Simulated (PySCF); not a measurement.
CH₃CHF₂, optimised at PBE0/def2-TZVP:

```xyz
8

C     -0.7852    -0.1300    -0.0103
C      0.6918     0.1016     0.0724
F      1.3567    -0.8165    -0.6802
F      1.0063     1.3277    -0.4265
H     -1.1061    -0.0589    -1.0505
H     -1.0269    -1.1213     0.3747
H     -1.3115     0.6197     0.5815
H      1.0953     0.0472     1.0890
```

Computed with PySCF (xtb for GFN2) and rigid-rotor harmonic-oscillator thermochemistry at 1 bar. 6-31G* has spherical d functions here. All species are closed-shell singlets. B3LYP is the form with VWN-RPA correlation.

### Question
List the harmonic frequencies (cm⁻¹, unscaled) at this level and at the other levels, each on its own geometry.

### Answer
- PBE0/def2-TZVP: 234, 384, 470, 573, 882, 957, 1155, 1159, 1170, 1384, 1386, 1434, 1477, 1477, 3071, 3075, 3160, 3162
- B3LYP/6-31G*: 251, 378, 462, 565, 882, 974, 1151, 1178, 1178, 1414, 1423, 1460, 1516, 1519, 3073, 3082, 3152, 3155
- GFN2-xTB: 179, 356, 436, 525, 885, 927, 1106, 1109, 1115, 1278, 1289, 1388, 1455, 1462, 2887, 3054, 3062, 3066
- HF/6-31G*: 257, 408, 503, 614, 948, 1072, 1255, 1282, 1298, 1541, 1558, 1604, 1630, 1634, 3226, 3300, 3302, 3326
- PBE/def2-SVP: 243, 370, 456, 557, 856, 922, 1112, 1127, 1130, 1320, 1344, 1378, 1408, 1410, 2961, 2994, 3098, 3098
